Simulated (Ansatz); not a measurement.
Start from InP in the zinc blende structure (space group F-43m, No. 216).

```xyz
2
Lattice="0.0000 2.9537 2.9537 2.9537 0.0000 2.9537 2.9537 2.9537 0.0000" Properties=species:S:1:pos:R:3 pbc="T T T"
P      4.4305     4.4305     4.4305
In     0.0000     0.0000     0.0000
```

Method: plane-wave PAW DFT at the r2SCAN level (Ansatz, a quantum-chemistry and plane-wave program, 500 eV), no spin-orbit coupling, earlier PAW set.

It is then changed as follows: B takes the place of In on all its sites; the structure is relaxed again.

Measured lattice parameter a: InP 5.858 Å (static lattice; corrected from measurement; as listed in Daniel Mejia-Rodriguez, S. B. Trickey, Phys. Rev. B (2018)); BP 4.525 Å (static lattice; corrected from measurement; as listed in Daniel Mejia-Rodriguez, S. B. Trickey, Phys. Rev. B (2018)).

### Question
How well does r2SCAN reproduce the measured shift?

### Answer
With r2SCAN the lattice parameter a moves by -1.371 Å (5.907 → 4.536) against -1.333 Å measured.

Stability against distortions was not tested.
